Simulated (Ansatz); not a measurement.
`[CH3][Mg][CH3]` + `COCCF` → `CCOCCF` + `[CH3][MgH]`  (formal exchange of groups at a C–Mg bond)

Program: Ansatz. Geometries: PBE0-D4/def2-TZVP. ΔE: electronic, gas phase. CBS: MP2 limit from def2 TZ/QZ plus the TZ coupled-cluster correction, frozen cores. DFT in def2-TZVPP. For Mg outer-core shells are correlated without core-valence functions, which leaves a few kJ/mol of doubt a bond. One conformer a species, not always the lowest.

```csv
level,ΔE (kcal/mol),difference from CCSD(T)/CBS
B97M-V,-0.6,-5.5
PBE0-D4,3.1,-1.8
r2SCANh-D4,3.5,-1.4
ωB97X-V,2.3,-2.6
ωB97M-V,3.3,-1.6
r2SCAN,4.0,-0.9
PBE0,3.4,-1.5
CAM-B3LYP,3.0,-1.9
HF/def2-QZVPP,-0.4,-5.3
SCS-MP2/def2-QZVPP,4.2,-0.7
CCSD(T)/CBS,4.9,0
```

Largest T1 diagnostic among the species: 0.011.

In def2-TZVPP, CCSD(T) changes the Hartree–Fock value by +3.9 kcal/mol (the triples alone add +0.5 kcal/mol) and MP2 by +4.9 kcal/mol. Leaving LDA and LC-ωPBE aside and taking each functional with its dispersion term where it has one, the values, not all of them listed here, spread over 5.1 kcal/mol, from B97M-V to BLYP-D4. LDA lies −1.8 kcal/mol from PBE without D4.
